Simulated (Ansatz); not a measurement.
One change: `C=C=CCl` becomes `C=C=C(F)Cl`.

Ansatz, PBE0-D4/def2-TZVP geometries, multiplicity 1. 

```
                                      property  `C=C=CCl`
           HOMO–LUMO gap (PBE/def2-TZVPP) / eV       4.42
size of the dipole moment (PBE/def2-TZVPP) / D       1.54
           HOMO energy (B3LYP/def2-TZVPP) / eV      -7.13
          HOMO–LUMO gap (PBE0/def2-TZVPP) / eV       6.62
         HOMO energy (ωB97M-V/def2-TZVPP) / eV      -9.53
         LUMO energy (ωB97M-V/def2-TZVPP) / eV       1.43
```

**Question.** Give the same properties after the change, and the shifts. (Best estimate.)

**Answer.** Ansatz gave: 
```json
{"property": "HOMO–LUMO gap (PBE/def2-TZVPP) / eV", "`C=C=C(F)Cl`": "4.01", "shift": "-0.41"}
{"property": "size of the dipole moment (PBE/def2-TZVPP) / D", "`C=C=C(F)Cl`": "1.71", "shift": "0.17"}
{"property": "HOMO energy (B3LYP/def2-TZVPP) / eV", "`C=C=C(F)Cl`": "-7.16", "shift": "-0.03"}
{"property": "HOMO–LUMO gap (PBE0/def2-TZVPP) / eV", "`C=C=C(F)Cl`": "6.26", "shift": "-0.36"}
{"property": "HOMO energy (ωB97M-V/def2-TZVPP) / eV", "`C=C=C(F)Cl`": "-9.55", "shift": "-0.02"}
{"property": "LUMO energy (ωB97M-V/def2-TZVPP) / eV", "`C=C=C(F)Cl`": "1.08", "shift": "-0.35"}
```

Dipoles are sizes alone; their direction can turn.

B3LYP here is the variant with VWN-RPA as its local correlation; programs differ in this.
